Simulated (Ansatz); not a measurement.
Input file:

```yaml
crystal:
  periodic: [false, false, false]
  atoms:
    - {symbol: N, position_ang: [-0.000015, -0.250733, 1.000239]}
    - {symbol: Si, position_ang: [-0.000065, -0.038456, -0.558024]}
    - {symbol: N, position_ang: [0.000006, -0.137998, -2.188354]}
    - {symbol: H, position_ang: [0.000075, 0.427188, 1.746138]}
basis:
  gaussian: {orbitals: cc-pVTZ}
magnetization: {spin_polarized: false, initial_magnetization: 3}
correlation: {method: bccd_t, electrons: outside_noble_gas}
```

```sh
$ ansatz run in.yaml --threads 2 --pin off --events-out ev --progress --plain --max-ram 15360MiB --backend cuda --devices 0, --max-vram 18GiB
```

Log:

```
651 factors; integrals over basis functions are off by at most 1.7e-3 eV
mean field evaluation 1: about -10832.5833 eV, gradient 3.7e1 eV
mean field evaluation 2: about -10832.6044 eV, gradient 3.7e1 eV
mean field evaluation 4: about -10834.0223 eV, gradient 2.5e1 eV
mean field evaluation 8: about -10836.9577 eV, gradient 4.4e-1 eV
mean field evaluation 16: about -10836.9649 eV, gradient 8.4e-5 eV
mean field evaluation 32: about -10836.7594 eV, gradient 2.1e0 eV
mean field evaluation 64: about -10833.9425 eV, gradient 4.5e0 eV
mean field evaluation 96: about -10829.1095 eV, gradient 4.0e1 eV
mean field evaluation 128: about -10831.0959 eV, gradient 3.5e1 eV
mean field evaluation 160: about -10833.6700 eV, gradient 2.0e-2 eV
...
cycle   9  -12.71058080 eV  change    4.1e-4 eV  update   8.7e-4
cycle  10  -12.71028514 eV  change    3.0e-4 eV  update   5.9e-4
cycle  11  -12.70985533 eV  change    4.3e-4 eV  update   4.0e-4
cycle  12  -12.71003906 eV  change   -1.8e-4 eV  update   3.0e-4
cycle  13  -12.71001989 eV  change    1.9e-5 eV  update   2.2e-4
cycle  14  -12.71018178 eV  change   -1.6e-4 eV  update   1.3e-4
cycle  15  -12.71022138 eV  change   -4.0e-5 eV  update   6.4e-5
cycle  16  -12.71025769 eV  change   -3.6e-5 eV  update   3.7e-5
cycle  17  -12.71025952 eV  change   -1.8e-6 eV  update   1.9e-5
cycle  18  -12.71025995 eV  change   -4.4e-7 eV  update   1.3e-5
perturbative correction -0.79740097 eV, -0.0293039451 hartree
Total energy: -10850.47257368 eV, -398.7475123682 hartree
```

Ran on 2 threads of AMD EPYC 7R13 with a shared H100 80 GB, shared host: 15 s wall, 0.85 GiB peak host memory.
